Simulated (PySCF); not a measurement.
butadiene (C₄H₆), SMILES C=CC=C. Coordinates come from a B3LYP-D3(BJ)/def2-SVP optimisation. The values are those of a single conformer.

Computed equilibrium geometry at B3LYP-D3(BJ)/def2-SVP (PySCF confirms it by a frequency run) as Cartesian coordinates in Å, and its point group (one conformer of several):
point group C2h.
```xyz
10

C     -0.1098     1.8511     0.0000
C      0.4004     0.6091     0.0000
C     -0.4004    -0.6091     0.0000
C      0.1098    -1.8511     0.0000
H     -1.1913     2.0205     0.0000
H      0.5324     2.7350     0.0000
H      1.4891     0.4747     0.0000
H     -1.4891    -0.4747     0.0000
H     -0.5324    -2.7350     0.0000
H      1.1913    -2.0205     0.0000
```
